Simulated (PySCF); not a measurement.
The linear singlet lies higher and needs more than one determinant, so no gap is given.

B3LYP has the VWN-RPA correlation part, as in Gaussian. 

Cartesian coordinates (Å):
```xyz
2

S      0.6855     0.0000     0.0000
H     -0.6855     0.0000     0.0000
```
Charge +1, spin multiplicity 3.

Question: Give the total energy and highest occupied spin orbital at the level B3LYP-D3(BJ)/def2-TZVP in PySCF.

Answer: 
```yaml
total_energy: -398.3909 Ha
highest_occupied_spin_orbital: -18.38 eV
```
